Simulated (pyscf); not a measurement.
F–InH₂ (SMILES [F][InH2]) + H₂ (SMILES [H][H]) → InH₃ (SMILES [InH3]) + HF (SMILES F) (four-centre exchange; singlet surface; F–In, H–H broken, H–In, F–H formed). PySCF, gas phase, ωB97X-D3(BJ)/def2-SVP geometries. Energies in kcal/mol from the separated reactants.

| level | barrier | reaction energy |
|---|---|---|
| ωB97X-D3(BJ)/def2-TZVP | 17.9 | +16.0 |
| PBE/def2-TZVP | 14.5 | +16.7 |
| PBE0-D3(BJ)/def2-TZVP | 15.3 | +13.9 |
| M06-2X/def2-TZVP | (withheld) | (withheld) |
| ωB97M-D3(BJ)/def2-TZVP | 18.1 | +14.6 |
| HF/def2-TZVP | (withheld) | +12.6 |

Problem. Some entries are withheld; supply them.

Solution. 
- M06-2X/def2-TZVP, barrier: 19.1
- M06-2X/def2-TZVP, reaction energy: +18.5
- HF/def2-TZVP, barrier: 28.9

On the product side the descent ends in an adduct with a F–In contact, 7.2 kcal/mol under the separated species and 9.2 kcal/mol under the saddle at ωB97X-D3(BJ)/def2-TZVP. At PBE the saddle lies under the separated products, which points to a path from their complex (located at ωB97X-D3(BJ) alone), and parting the products costs more than the saddle. What is counted as broken (F–In) persists as a longer contact in the product adduct; parting that adduct is a step of its own. At the saddle there is also a short H–In contact that neither side keeps. One saddle was located; it need not be the lowest between these sides. Elements past Kr carry the def2 core potentials, without spin-orbit coupling.
